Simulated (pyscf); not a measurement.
## Insertion: `[OH][Sn][OH]` [singlet] + `[NH3]` → `[NH2][SnH]([OH])[OH]`

Gas phase, singlet surface, charge 0. Bonds broken: N6–H7. Bonds formed: Sn2–N6, Sn2–H7. Single points on ωB97X-D3(BJ)/def2-SVP structures (PySCF, gas phase).

Transition state (Å):

```xyz
9

O     -0.3504     1.4521    -1.0020
Sn    -0.3427    -0.2940    -0.0499
O      1.5916    -0.7080    -0.0534
H     -1.1364     1.5887    -1.5444
H      2.1013     0.0618    -0.3405
N     -0.8711     0.0792     2.0038
H     -1.5436    -1.0840     0.9845
H     -0.2435    -0.1635     2.7744
H     -1.4263     0.8946     2.2740
```

One imaginary mode, 1381i cm⁻¹; descent along it reached the two sides named, in the forms told below.

```json
[
 {"bond": "N6–H7", "change": "breaks", "reactant side (Å)": "1.019", "saddle": "1.687", "product side": "3.2"},
 {"bond": "Sn2–N6", "change": "forms", "reactant side (Å)": "2.396", "saddle": "2.153", "product side": "2.015"},
 {"bond": "Sn2–H7", "change": "forms", "reactant side (Å)": "3.2", "saddle": "1.771", "product side": "1.697"}
]
```

Electronic energies relative to the separated reactants (kcal/mol):

```tsv
level	barrier	reaction energy	reverse barrier
ωB97X-D3(BJ)/def2-TZVP	57.0	+5.6	51.4
PBE/def2-TZVP	50.8	+14.5	36.3
r²SCAN/def2-TZVP	51.0	+9.7	41.3
B3LYP-D3(BJ)/def2-TZVP	57.5	+14.4	43.1
PBE0-D3(BJ)/def2-TZVP	53.9	+9.3	44.6
M06-2X/def2-TZVP	55.6	+5.5	50.1
ωB97M-D3(BJ)/def2-TZVP	59.7	+10.9	48.8
HF/def2-TZVP	74.8	+8.8	66.0
```

With ωB97M-D3(BJ)/def2-TZVP energies and thermal terms (ideal gas, 1 atm, RRHO with modes under 100 cm⁻¹ raised to 100, one conformer, R ln 2 for chiral ones without a mode under 150 cm⁻¹), in kcal/mol:

```csv
T (K),ΔH‡,ΔG‡,ΔH,ΔG
298,56.5,65.5,+9.5,+18.6
600,57.3,74.3,+10.6,+27.6
900,58.3,82.6,+12.0,+35.7
1200,59.3,90.5,+13.5,+43.4
```

On the reactant side the descent ends in an adduct with a N–Sn contact, 19.1 kcal/mol under the separated species and 76.1 kcal/mol under the saddle at ωB97X-D3(BJ)/def2-TZVP. What is counted as formed (N–Sn) is already present as a longer contact in the reactant adduct; forming that adduct is a step of its own. This is the saddle that the search found; another between the same sides may lie lower. Elements past Kr carry the def2 core potentials, without spin-orbit coupling.
